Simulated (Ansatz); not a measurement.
# How methods differ on CH5Si (SMILES C[SiH2])

The species is CH5Si (7 atoms), meant as a doublet with charge 0. SMILES: `C[SiH2]`. The coordinates come from a PBE0-D4/def2-TZVP relaxation.

```xyz
7

C    -0.1226   -0.8032    0.0952
Si    0.1762    1.0348    0.3140
H    -0.2048   -1.0549   -0.9666
H     0.6992   -1.3833    0.5195
H    -1.0471   -1.1077    0.5895
H    -0.9515    1.8464   -0.2257
H     1.4506    1.4680   -0.3260
```

Each level gives the energy change with the C1–Si2 bond stretched from 1.875 to 2.812 Å (eV). The values are calculated.

```tsv
level	kind	program	value (eV)	less FCI/STO-3G
USVWN5/STO-3G	LDA	Ansatz	3.57	+0.23
U-revPBE/STO-3G	GGA	Ansatz	3.20	-0.14
UPBE/STO-3G	GGA	Ansatz	3.30	-0.04
U-r2SCAN/STO-3G	meta-GGA	Ansatz	3.51	+0.17
UBHLYP/STO-3G	global hybrid	Ansatz	3.67	+0.33
UHSE06/STO-3G	range-separated hybrid	Ansatz	3.67	+0.33
RPA@PBE/STO-3G	RPA	Ansatz	3.31	-0.03
UMP2/STO-3G	perturbation theory	Ansatz	3.83	+0.49
UCCSD/STO-3G	coupled cluster or CI	Ansatz	3.42	+0.08
FCI/STO-3G	exact in the basis	Ansatz	3.34	0.00
```

FCI/STO-3G is exact within its basis and frozen core, so for wave-function methods in that basis the difference is their error; functionals converge differently with the basis, so for them it is only a difference. The first shape isn't each level's own minimum. The values span 3.20 to 3.83 eV. Spin contamination of the reference (⟨S²⟩ at least 0.1 too high) touches UBHLYP/STO-3G, UHSE06/STO-3G, UMP2/STO-3G, UCCSD/STO-3G. All rows use very small basis sets, so none should be taken for the real molecule's value.
